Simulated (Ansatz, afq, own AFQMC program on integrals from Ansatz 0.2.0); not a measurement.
## CH6Ge, triplet: AFQMC among the cluster methods

```xyz
8

Ge   -0.4805    0.0000    0.0000
H    -0.9920    1.4466    0.0000
H    -0.9920   -0.7233    1.2528
H    -0.9920   -0.7233   -1.2528
H     1.2865    0.0000    0.0000
C     2.5505    0.0000    0.0000
H     2.9649    0.0000    0.9962
H     2.9649    0.0000   -0.9962
```

Basis cc-pVDZ. Only valence electrons are correlated. Integrals, coupled cluster, full CI and functionals: Ansatz 0.2.0; the random walks run on the same integrals in our own AFQMC program. ph-AFQMC/CISD is guided by a CISD state made of CCSD amplitudes; releasing the constraint for a short imaginary time cuts its bias at the price of noise, slowly where states lie close. Error bars are statistical, one sigma. No spin–orbit coupling.

Determinant: UHF, the one that the program's search chose, which needn't be the lowest solution. The geometry is a point of a scan.

No full CI on the walks' own integrals is used here; CCSDT(Q) serves as the reference and is uncertain by about the last step of the cluster series.

Cautions: no relativity below Rb; no spin-orbit coupling; inner d shell frozen; lower spins were not checked.

```
T1 diagnostic                               : 0.0131
weight of the determinant in the CISD state : 0.871
⟨S²⟩ of the determinant                     : 2.039
size of the correlated space                : 14 electrons in 56 orbitals
```

| level | correlation energy (eV) |
| --- | --- |
| MP2 | -6.1619 |
| CCSD | -7.4955 |
| CCSD(T) | -7.6565 |

Question: Estimate where phaseless AFQMC with a CISD trial lies against CCSD(T) on the same integrals.

Answer: 1.18 ± 0.10 mEh below CCSD(T).

Reference: CCSDT(Q), correlation energy -7.694 eV. The released energy is read at 2.40 1/Eh (meV from the phaseless value at times in 1/Eh: -2 ± 3 at 0.24, -2 ± 3 at 0.51, -6 ± 3 at 0.99, -11.5 ± 2.5 at 1.62, -9 ± 5 at 2.40).

```csv
level,E − E(reference) (mEh),share of correlation (%)
CCSD(T),1.39,99.51
CCSDT,0.25,99.91
ph-AFQMC/HF,-0.21 ± 0.90,100.07
ph-AFQMC/CISD,0.20 ± 0.10,99.93
released AFQMC,-0.12 ± 0.17,100.04
```

A walk keeps the symmetry of its determinant, which the program's search chose and which needn't be the lowest solution, so a lower state of the same spin and another symmetry isn't excluded. Released energies are given only where the last usable release times agree within the noise; a slower fall can still hide under it.
